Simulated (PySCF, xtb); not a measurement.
NaCl, SMILES [Na][Cl].

GFN2-xTB run with xtb at its own geometry gives an orbital gap of 2.06 eV and a dipole moment of 7.06 D.

Geometry optimised at PBE-D3(BJ)/def2-TZVPD.

What does PBE/def2-TZVPD in PySCF give? (An estimate is asked for; the answer gives what the named calculation found.)

gap 3.00 eV (levels -5.27 and -2.27 eV), dipole 8.57 D.
